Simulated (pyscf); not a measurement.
## Four-centre exchange: `[NH2][Ti]([Cl])([Cl])[Cl]` + `[ClH]` → `[NH2][Ti]([Cl])([Cl])[Cl]` + `[ClH]`

Gas phase, singlet surface, charge 0. Bonds broken: Ti2–Cl8, Cl3–H9. Bonds formed: Ti2–Cl3, Cl8–H9. PySCF, gas phase, ωB97X-D3(BJ)/def2-SVP geometries.

Transition state (Å):

```xyz
9

N     -1.2501    -0.9481     0.8271
Ti    -0.1897     0.3015     0.0683
Cl    -0.9677     1.9344     1.7945
Cl    -1.2635     1.3638    -1.4968
Cl     1.0792    -1.0479    -1.0748
H     -2.0172    -0.6951     1.4477
H     -1.2250    -1.9372     0.5887
Cl     1.8155     0.9743     1.3721
H      0.5963     1.6647     1.9199
```

One imaginary mode, 456i cm⁻¹; descent along it reached the two sides named, in the forms told below.

| bond | change | reactant side (Å) | saddle | product side |
|---|---|---|---|---|
| Ti2–Cl8 | breaks | 2.212 | 2.485 | 3.7 |
| Cl3–H9 | breaks | 1.291 | 1.592 | 2.427 |
| Ti2–Cl3 | forms | 3.7 | 2.500 | 2.212 |
| Cl8–H9 | forms | 2.425 | 1.504 | 1.291 |

Electronic energies relative to the separated reactants (kcal/mol):

| level | barrier | reaction energy | reverse barrier |
|---|---|---|---|
| ωB97X-D3(BJ)/def2-TZVP | 7.5 | 0.0 | 7.5 |
| PBE/def2-TZVP | 7.3 | 0.0 | 7.3 |
| r²SCAN/def2-TZVP | 6.9 | 0.0 | 6.9 |
| B3LYP-D3(BJ)/def2-TZVP | 9.1 | 0.0 | 9.1 |
| PBE0-D3(BJ)/def2-TZVP | 7.2 | 0.0 | 7.2 |
| M06-2X/def2-TZVP | 8.8 | 0.0 | 8.8 |
| ωB97M-D3(BJ)/def2-TZVP | 11.3 | 0.0 | 11.3 |
| HF/def2-TZVP | 28.2 | 0.0 | 28.2 |

With ωB97M-D3(BJ)/def2-TZVP energies and thermal terms (ideal gas, 1 atm, RRHO with modes under 100 cm⁻¹ raised to 100, one conformer, R ln 2 for rigid chiral ones), in kcal/mol:

| T (K) | ΔH‡ | ΔG‡ | ΔH | ΔG |
|---|---|---|---|---|
| 298 | 9.9 | 21.6 | 0.0 | 0.0 |
| 600 | 9.9 | 33.5 | 0.0 | 0.0 |
| 900 | 10.4 | 45.2 | 0.0 | 0.0 |
| 1200 | 10.9 | 56.8 | 0.0 | 0.0 |

On the reactant side the descent ends in a complex, 5.0 kcal/mol under the separated species and 12.5 kcal/mol under the saddle at ωB97X-D3(BJ)/def2-TZVP. On the product side the descent ends in a complex, 5.0 kcal/mol under the separated species and 12.5 kcal/mol under the saddle at ωB97X-D3(BJ)/def2-TZVP. One saddle was located; it need not be the lowest between these sides.
